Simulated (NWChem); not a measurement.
Species: CH$_{3}$ cation

```xyz
4

C      0.0000     0.0000     0.0000
H      0.7807     0.7807     0.0000
H      0.2858    -1.0664     0.0000
H     -1.0664     0.2858     0.0000
```
Atoms are numbered in this order, from 1.

Program: NWChem. Pople sets run with spherical d functions. All runs use the structure optimised with PBE0/def2-SVP. B3LYP is NWChem's, with the RPA form of VWN correlation. Vertical excitations in the gas phase; the lowest state need not have the same character in each row.

```
level                          lowest excitation, singlet (eV)  oscillator strength of that lowest state  lowest state with f > 0.02, singlet (eV)  lowest triplet (eV)  orbital gap (eV)
-----------------------------  -------------------------------  ----------------------------------------  ----------------------------------------  -------------------  ----------------
PBE/6-31+G*, full TDDFT                             (withheld)                                     0.000                                (withheld)           (withheld)        (withheld)
B3LYP/6-31+G*, full TDDFT                                 5.96                                     0.000                                     14.51                 4.77              8.16
LRC-wPBEh/6-31+G*, full TDDFT                             5.91                                     0.000                                     14.69                 4.58             12.51
BHandHLYP/6-31+G*, full TDDFT                             6.12                                     0.000                                     15.05                 4.91             11.91
```

**Question.** Fill in the missing entries.

**Answer.** 
- PBE/6-31+G*, full TDDFT, lowest excitation, singlet (eV): 5.81
- PBE/6-31+G*, full TDDFT, lowest state with f > 0.02, singlet (eV): 14.15
- PBE/6-31+G*, full TDDFT, lowest triplet (eV): 4.47
- PBE/6-31+G*, full TDDFT, orbital gap (eV): 5.51
